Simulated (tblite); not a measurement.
Compound: C4H6NS (doublet state).
Cartesian coordinates in Å at the GFN2-xTB level; atoms count from 1:
```
atom  x, y, z in Å
N1     1.0354   -0.4730    1.8756
C2     0.2454   -0.3241    0.8862
C3    -0.6029   -1.2055    0.1991
C4    -0.9741   -0.2154   -0.8464
C5    -0.1124    0.8154   -0.0842
S6     1.2636    1.5720   -0.9927
H7     1.5141    0.3722    2.1745
H8    -0.9539   -2.1964    0.4103
H9    -2.0365    0.0295   -0.9141
H10   -0.6197   -0.4491   -1.8538
H11   -0.6659    1.6430    0.3568
H12    1.9082    0.4310   -1.2373
```

Level: GFN2-xTB in tblite, geometry and Hessian alike; calculated harmonic values, unscaled, isolated species. The method is semi-empirical: single wavenumbers can be off by several per cent or more. Modes of hydrogen on sulfur can be 10 to 20 % off. One conformer, not necessarily the lowest. Open shells enter through the occupations alone, without spin polarisation, and single modes of such species can be off by tens of per cent.

Harmonic wavenumbers (cm⁻¹): 122.2, 162.8, 212.1, 300.5, 410.0, 463.3, 550.3, 623.8, 701.9, 736.2, 816.4, 922.5, 932.7, 982.0, 1007.5, 1034.1, 1088.2, 1113.5, 1180.2, 1210.3, 1234.3, 1291.5, 1424.3, 1613.5, 2421.0, 2929.4, 2958.8, 2994.7, 3147.7, 3356.8.

A = 4594, B = 2514, C = 1771 MHz; mass 100.022 u (most abundant isotopes); point group C1, symmetry number 1; spin multiplicity 2.

Q: What is the zero-point energy?

A: Half the sum of the wavenumbers: 18971 cm⁻¹ = 54.24 kcal/mol.

Q: What is S at 350 K and 1 bar for an ideal gas of classical rigid rotors and harmonic oscillators?

A: Translation 40.54, rotation 27.63, vibration 16.39, spin (R ln 2) 1.38: S = 85.9 cal/(mol K).

Q: And Cp and H(350 K) − H(0)?

A: Cp = 29.40 cal/(mol K), of which vibrations give 21.45 (their classical limit is 30 R = 59.6); H(350 K) − H(0) = 6.17 kcal/mol without the zero-point energy, 3.39 from vibrations.

Q: Which modes carry the vibrational entropy at 350 K?

A: 122.2 cm⁻¹: 3.38; 162.8 cm⁻¹: 2.82; 212.1 cm⁻¹: 2.32; 300.5 cm⁻¹: 1.69; 410.0 cm⁻¹: 1.17; 463.3 cm⁻¹: 0.98 cal/(mol K); the other 24 give 4.03 together.

Q: What must be added to the electronic energy to get the Gibbs energy at 350 K and 1 bar?

A: ZPE + [H(350 K) − H(0)] − T·S = 54.24 + 6.17 − 30.08 = 30.33 kcal/mol.

Hindered rotation and anharmonicity are outside this model. Other conformers, if any are populated, would add a mixing term that is left out. The structure is chiral; the term R ln 2 for an equal mix with its mirror image is left out.

Time: 0.28 s. Hardware: an Arm Neoverse V1 with one thread, on a shared host. The figure is for the frequency step alone.
